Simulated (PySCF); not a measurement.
CN, SMILES [C]#N (connectivity only; charge and spin as stated), charge -1, multiplicity 1.

The structure is a stationary point at B3LYP-D3(BJ)/def2-TZVPD.

Computed with PBE/def2-TZVPD (PySCF).

Isolated molecule, no solvent. A positive occupied level means that this level leaves the electron formally unbound; only the finite basis holds it.

```
Quantity                                                          Result
------------------------------------------------  ----------------------
total energy                                           -92.77910 hartree
point group                                                          C∞v
highest occupied level                                           0.12 eV
lowest empty level                                               5.42 eV
orbital gap                                                      5.30 eV
dipole moment about the centre of nuclear charge                  0.73 D
mean static polarisability                          28.7 bohr³ (4.26 Å³)
polarisability, principal values                  24.6, 24.6, 37.0 bohr³
```
